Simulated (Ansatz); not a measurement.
Elements on the sites of an ideal bcc lattice, at a guessed lattice constant:

```
Cu Ag Au Pb
1.0
    -5.01181    5.01181   -1.67060
    -5.01181   -1.67060    5.01181
     1.67060    5.01181    5.01181
Cu Ag Au Pb
7 5 4 4
Direct
  0.50000 0.50000 0.00000
  0.10000 0.60000 0.10000
  0.20000 0.20000 0.20000
  0.40000 0.40000 0.40000
  0.10000 0.10000 0.60000
  0.30000 0.30000 0.80000
  0.80000 0.80000 0.80000
  0.00000 0.00000 0.00000
  0.80000 0.30000 0.30000
  0.30000 0.80000 0.30000
  0.00000 0.50000 0.50000
  0.90000 0.90000 0.40000
  0.50000 0.00000 0.50000
  0.70000 0.20000 0.70000
  0.20000 0.70000 0.70000
  0.90000 0.40000 0.90000
  0.60000 0.10000 0.10000
  0.70000 0.70000 0.20000
  0.60000 0.60000 0.60000
  0.40000 0.90000 0.90000
```

Cell and atoms were relaxed without symmetry on coarser meshes and computed once more. All numbers below come from DFT PBE, scalar-relativistic, plane waves, PAW (Ansatz).

Plane waves to 420 eV, a k mesh through Γ of 5×5×5 on the computed 20-atom cell and Gaussian smearing (0.10 eV); no spin polarisation.

The relaxation ran on 2×2×2 (shifted) and then 3×3×3 k points with a smearing of 0.1 eV, from sites shaken by 0.02 Å.

**Question.** What does the relaxation give?

**Answer.** A volume of 18.58 Å³/atom and no gap on the mesh. It lies 0.10 eV/atom above the elements' standard states (static lattices, no corrections for gases). The atoms leave their sites by 0.69 Å (root mean square) and 1.12 Å at most, and the cell stretches by up to 7.9 % at fixed volume, so the lattice hasn't survived.

```xyz
20
Lattice="-5.0753 4.9024 -1.8939 -4.6427 -1.4253 5.0047 1.7869 4.9343 5.4649" Properties=species:S:1:pos:R:3 pbc="T T T"
Cu   -3.1916    6.0411    7.7935
Cu   -2.8044    0.4302    3.4465
Cu   -1.6305    1.5904    1.5350
Cu   -3.1390    2.9499    3.0246
Cu   -0.2633    3.2009    2.7569
Cu   -1.6478    5.0280    6.1663
Cu   -5.7845    6.2243    6.7368
Ag   -9.4415    3.7870    3.2969
Ag   -5.0600    5.4473    1.5219
Ag   -4.5550    1.7788    5.0595
Ag   -1.5147    2.4867    5.0659
Ag   -7.7158    5.4473    4.9097
Au   -1.9939    4.8548    1.5254
Au   -3.5875    7.4405    2.8670
Au   -2.5639    3.2238    7.7995
Au   -4.8707    8.4425    5.3222
Pb   -3.8650    2.9305    0.2482
Pb   -6.4474    3.2885    3.0764
Pb   -4.1438    5.0552    4.8220
Pb   -0.4423    5.7403    3.8274
```

Spin-orbit coupling is left out, which matters for the bands of heavy elements.

Cost: 2 runs of about 49 core-minutes in all (earlier runs that led there not counted), on Intel Xeon Processor @ 2.50GHz (Skylake/Cascade Lake) (shared hosts).